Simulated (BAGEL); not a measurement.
**[CHN2S2]+ (SMILES [cH+]1snns1) at PBE0/def2-SVP (density fitting with qzvpp-jkfit)**

Aim: the energy change on altering one bond length of [CHN2S2]+ at PBE0/def2-SVP (density fitting with qzvpp-jkfit), from 2 runs. 

The calculation is run with BAGEL 1.2.2.

3 further runs of the same task are left out: 2 that didn't finish, 1 set aside as unsound or not needed.

## 1. The structure to begin with

[CHN2S2]+: 6 atoms, total charge +1, spin state singlet. SMILES: `[cH+]1snns1`. The coordinates come from a GFN2-xTB relaxation.

Bond lengths: C1–S2 1.690 Å, S2–N3 1.631 Å, N3–N4 1.229 Å, C1–S5 1.690 Å, N4–S5 1.630 Å, C1–H6 1.077 Å. Angles: C1–S2–N3 93.9°, S2–C1–S5 113.5°, S2–N3–N4 119.3°, N3–N4–S5 119.4°, C1–S5–N4 93.9°, S2–C1–H6 123.2°, S5–C1–H6 123.3°.

## 2. A single-point energy at PBE0/def2-SVP (density fitting with qzvpp-jkfit)

dft.json reads:

```json
{ "bagel" : [

{
  "title" : "molecule",
  "basis" : "svp",
  "df_basis" : "qzvpp-jkfit",
  "angstrom" : true,
  "geometry" : [
    { "atom" : "C", "xyz" : [   -0.546350,    0.670170,    0.290900 ] },
    { "atom" : "S", "xyz" : [   -0.291530,   -0.759050,    1.155990 ] },
    { "atom" : "N", "xyz" : [    0.729350,   -1.380590,    0.046610 ] },
    { "atom" : "N", "xyz" : [    0.990110,   -0.729470,   -0.962790 ] },
    { "atom" : "S", "xyz" : [    0.309340,    0.737850,   -1.165280 ] },
    { "atom" : "H", "xyz" : [   -1.190920,    1.461090,    0.634570 ] }
  ]
},
{ "title" : "ks", "xc_func" : "pbe0", "charge" : 1 },
{ "title" : "print", "file" : "orbitals.molden", "orbitals" : true }

]}
```

Started as:

```
BAGEL_NUM_THREADS=1 BAGEL dft.json > dft.out
```

The program printed:

```text
* using 1 threads per process

  ===============================================================
  ===============================================================

  *** Geometry ***

  { "atom" : "C", "xyz" : [     -1.032452,      1.266438,      0.549721 ] },
  { "atom" : "S", "xyz" : [     -0.550912,     -1.434397,      2.184505 ] },
  { "atom" : "N", "xyz" : [      1.378272,     -2.608937,      0.088080 ] },
  { "atom" : "N", "xyz" : [      1.871037,     -1.378499,     -1.819409 ] },
  { "atom" : "S", "xyz" : [      0.584568,      1.394334,     -2.202060 ] },
  { "atom" : "H", "xyz" : [     -2.250513,      2.761060,      1.199164 ] },

  Number of auxiliary basis functions:      503

  Since a DF basis is specified, we compute 2- and 3-index integrals:
    o Being stored without compression. Storage requirement is 0.028 GB

  Number of basis functions:       83
  Number of electrons      :       53

    * METHOD: MOLECULE                             0.39

  *** Kohn-Sham DFT ***

    * Removing 12161 points whose weight is below 1.00e-10
    * Grid points: 77275

  === Nuclear Repulsion ===
   279.9987360192

       - DIIS with orbital gradients will be used.

  === KS iteration (pbe0 / svp) ===
      0       -918.57965010          0.14453285           0.46
      1       -907.06682495          0.17570338           0.44
      2       -901.94488268          0.20604697           0.44
      3       -937.88623488          0.07175193           0.44
      4       -939.25161325          0.07544850           0.44
      5       -943.22849520          0.01771387           0.44
      6       -943.37045968          0.00837130           0.44
      7       -943.39422074          0.00465910           0.44
      8       -943.40486723          0.00262380           0.44
      9       -943.40847909          0.00109206           0.44
     10       -943.40895576          0.00032800           0.44
     11       -943.40900811          0.00011430           0.44
     12       -943.40901440          0.00005175           0.44
     13       -943.40901496          0.00004007           0.44
     14       -943.40901573          0.00001855           0.44
     15       -943.40901595          0.00000435           0.44
     16       -943.40901596          0.00000298           0.44
     17       -943.40901596          0.00000045           0.44
     18       -943.40901596          0.00000051           0.44
     19       -943.40901596          0.00000013           0.44
     20       -943.40901596          0.00000010           0.44
     21       -943.40901596          0.00000007           0.44
     22       -943.40901596          0.00000001           0.44
     23       -943.40901596          0.00000001           0.44
    * SCF iteration converged.

    * Permanent dipole moment:
           (    0.962283,    -1.181429,    -0.512711) a.u.

    * METHOD: KS                                  11.15

    * METHOD: PRINT                                0.03

  ===============================================================
```

Run time: 12 s. Hardware: 1 thread of Arm Neoverse N1, shared host; peak memory 0.34 GiB.

## 3. The distorted shape at the same level

dft.json reads:

```json
{ "bagel": [

{
  "title": "molecule",
  "basis": "svp",
  "df_basis": "qzvpp-jkfit",
  "angstrom": "true",
  "geometry": [
    { "atom": "C", "xyz": [      -0.449680,       0.551551,       0.239358 ] },
    { "atom": "S", "xyz": [      -0.194860,      -0.877669,       1.104448 ] },
    { "atom": "N", "xyz": [       0.826020,      -1.499209,      -0.004932 ] },
    { "atom": "N", "xyz": [       1.086780,      -0.848089,      -1.014332 ] },
    { "atom": "S", "xyz": [       0.406010,       0.619231,      -1.216822 ] },
    { "atom": "H", "xyz": [      -1.190920,       1.461090,       0.634570 ] }
  ]
},

{
  "title": "ks",
  "xc_func": "pbe0",
  "charge": 1
},

{
  "title": "print",
  "file": "orbitals.molden",
  "orbitals": "true"
}

]}
```

Started as:

```
BAGEL_NUM_THREADS=1 BAGEL dft.json > dft.out
```

The program printed:

```text
* using 1 threads per process

  ===============================================================
  ===============================================================

  *** Geometry ***

  { "atom" : "C", "xyz" : [     -0.849772,      1.042280,      0.452321 ] },
  { "atom" : "S", "xyz" : [     -0.368232,     -1.658554,      2.087104 ] },
  { "atom" : "N", "xyz" : [      1.560952,     -2.833094,     -0.009320 ] },
  { "atom" : "N", "xyz" : [      2.053717,     -1.602656,     -1.916810 ] },
  { "atom" : "S", "xyz" : [      0.767248,      1.170177,     -2.299460 ] },
  { "atom" : "H", "xyz" : [     -2.250513,      2.761060,      1.199164 ] },

  Number of auxiliary basis functions:      503

  Since a DF basis is specified, we compute 2- and 3-index integrals:
    o Being stored without compression. Storage requirement is 0.028 GB

  Number of basis functions:       83
  Number of electrons      :       53

    * METHOD: MOLECULE                             0.39

  *** Kohn-Sham DFT ***

    * Removing 11989 points whose weight is below 1.00e-10
    * Grid points: 77447

  === Nuclear Repulsion ===
   279.1641338052

       - DIIS with orbital gradients will be used.

  === KS iteration (pbe0 / svp) ===
      0       -918.75254718          0.14410907           0.48
      1       -907.32650626          0.17507357           0.46
      2       -902.19509067          0.20594947           0.46
      3       -938.08934223          0.07009488           0.46
      4       -939.25932110          0.07498976           0.45
      5       -943.20787775          0.01770351           0.45
      6       -943.36114802          0.00816730           0.45
      7       -943.38691179          0.00422477           0.45
      8       -943.39577695          0.00248313           0.45
      9       -943.39911441          0.00089438           0.45
     10       -943.39942768          0.00034377           0.45
     11       -943.39949288          0.00009005           0.45
     12       -943.39949452          0.00007250           0.45
     13       -943.39949675          0.00003403           0.45
     14       -943.39949717          0.00002267           0.45
     15       -943.39949750          0.00000523           0.46
     16       -943.39949751          0.00000254           0.46
     17       -943.39949751          0.00000059           0.45
     18       -943.39949751          0.00000051           0.45
     19       -943.39949751          0.00000020           0.45
     20       -943.39949751          0.00000012           0.45
     21       -943.39949751          0.00000008           0.45
     22       -943.39949751          0.00000002           0.45
     23       -943.39949751          0.00000001           0.45
     24       -943.39949751          0.00000000           0.45
    * SCF iteration converged.

    * Permanent dipole moment:
           (    1.021220,    -1.253742,    -0.544132) a.u.

    * METHOD: KS                                  11.87

    * METHOD: PRINT                                0.03

  ===============================================================
```

Wall time 13 s (1 thread of Arm Neoverse N1, shared host); peak memory 0.34 GiB.

## 4. Summary of results

At PBE0/def2-SVP (density fitting with qzvpp-jkfit):

| quantity | value |
| --- | --- |
| first shape: total energy | -943.40902 Eh |
| first shape: HOMO energy | -14.08 eV |
| first shape: LUMO energy | -9.23 eV |
| first shape: HOMO–LUMO gap | 4.84 eV |
| distorted shape: total energy | -943.39950 Eh |
| distorted shape: HOMO energy | -14.03 eV |
| distorted shape: LUMO energy | -9.15 eV |
| distorted shape: HOMO–LUMO gap | 4.88 eV |
| energy change with the C1–H6 bond stretched from 1.077 to 1.238 Å | 0.259 eV |

With the C1–H6 bond stretched from 1.077 to 1.238 Å the energy rises by 0.26 eV (6.0 kcal/mol). The first shape isn't relaxed at this level, so the change isn't measured from a minimum.
